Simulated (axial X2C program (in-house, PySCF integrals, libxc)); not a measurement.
## Testing model relations on BH

A bond curve at the CCSD(T) level, two-component, was computed with an in-house all-electron X2C program for linear molecules (integrals from PySCF) (basis B dyall-v4z [8s7p3d2f1g], H dyall-v4z [7s3p2d1f] (cores contracted in-house)) for the state Ω = 0 (closed shell). Its fit gives Re = 1.2339 Å, ωe = 2359.4 cm⁻¹, ωexe = 47.4 cm⁻¹ and αe = 4.085e-01 cm⁻¹; the masses are 11.0093 and 1.0078 u. Two-component means X2C with spin–orbit coupling and atomic mean-field Coulomb and Gaunt terms.

Correlated methods: 4 electrons correlated (number of frozen shells: B 1 s; H none), 190 virtual spin orbitals or spinors in MP2, 74 natural virtuals in coupled cluster.

**Question.** Find the reduced mass, Be and the force constant.

**Answer.** From the CCSD(T) values: μ = 0.9233 u. Be = 16.8576/(μ Re²) = 11.99 cm⁻¹. k = 5.8918×10⁻⁷ μ ωe² = 3.03 mdyn/Å.

**Question.** Where do the fundamental and the first overtone lie?

**Answer.** ν(1←0) = ωe − 2ωexe = 2264.6 cm⁻¹; ν(2←0) = 2ωe − 6ωexe = 4434.4 cm⁻¹.

**Question.** Give B0, the J = 1←0 line in GHz and the most populated J at 300 K (kT = 208.5 cm⁻¹).

**Answer.** B0 = Be − αe/2 = 11.79 cm⁻¹; 2B0 = 706.8 GHz; J(max) ≈ √(kT/2B0) − 1/2 = 2.5, so J = 2.

**Question.** Estimate De from a Morse curve and compare with the computed well depth of 3.665 eV to B + H.

**Answer.** De(Morse) = ωe²/(4ωexe) = 3.640 eV against 3.665 eV computed, a ratio of 0.99. For De the Morse form works well here.

**Question.** Estimate the centrifugal constant by the Kratzer relation.

**Answer.** D = 4Be³/ωe² = 1.24e-03 cm⁻¹.

The state is one determinant whose occupation by symmetry is held fixed; it was picked as the lowest of a PBE0 search that is not exhaustive. Dissociation energies refer to the lowest single-determinant-based atoms at the same level and basis. CCSD and (T) use frozen natural virtuals with an MP2 correction for the truncation; (T) itself is uncorrected, so its De runs slightly low.
